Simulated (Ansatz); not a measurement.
Zinc-blende CdSe was calculated with r²SCAN0 (plane waves, PAW; Ansatz, a program for electronic structure).

Total energies, extrapolated to zero smearing (they compare only within this program, potentials and cutoff; free atoms with spin allowed, lowest state found):

| system | energy (eV/atom) |
|---|---|
| zinc-blende CdSe, relaxed | -6873.4852 |
| free Cd atom | -8266.8507 |
| free Se atom | -5475.0500 |

Work out the cohesive energy per atom.

E_coh = [1 × (-8266.8507) + 1 × (-5475.0500)]/2 − (-6873.4852) = 2.53 eV/atom. The reference value is 2.46 eV/atom (measured, temperature not stated, not corrected to a static lattice; as tabulated in Verma et al. (2010), arXiv:1001.1248), a difference of +0.07 eV/atom.

The PAW data were made under PBE.
